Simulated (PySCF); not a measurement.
Molecule: `CCCC(N)=O`, C4H9NO.

Atoms are numbered as in `[CH3:1][CH2:2][CH2:3][C:4]([NH2:5])=[O:6]`. Each H is labelled by its parent atom. Ha(N5) is cis to the C=O or C=S heteroatom; Hb(N5) is trans to the C=O or C=S heteroatom.

Geometry PBE0-D3(BJ)/def2-SVP throughout; GIAO in PySCF 2.14.0 with density-fitted response routines, gas phase, one conformer, non-relativistic; equivalent atoms averaged; basis pcSseg-1.

For orientation, PBE0 gives these shifts δ (against TMS, H2O at the same level): C4 171.7, C3 37.4, C1 15.3, O6 425.8, Ha(N5) 4.30, Hb(N5) 4.46, H(C3) 1.75, H(C2) 1.52, H(C1) 0.92 ppm.

A run gave: C4 172.7, C3 38.3, C1 16.0, O6 430.6, Ha(N5) 4.25, Hb(N5) 4.39, H(C3) 1.77, H(C2) 1.54, H(C1) 0.94 ppm (shifts δ (against TMS, H2O at the same level)).

Q: Which functional was used in that run?
A. PBE
B. B3LYP
C. wB97X-D
D. LDA
E. KT2

A: B. O6 tells them apart best: B3LYP gives 430.6, PBE gives 423.7, wB97X-D gives 421.8, LDA gives 442.2, KT2 gives 395.2 ppm.
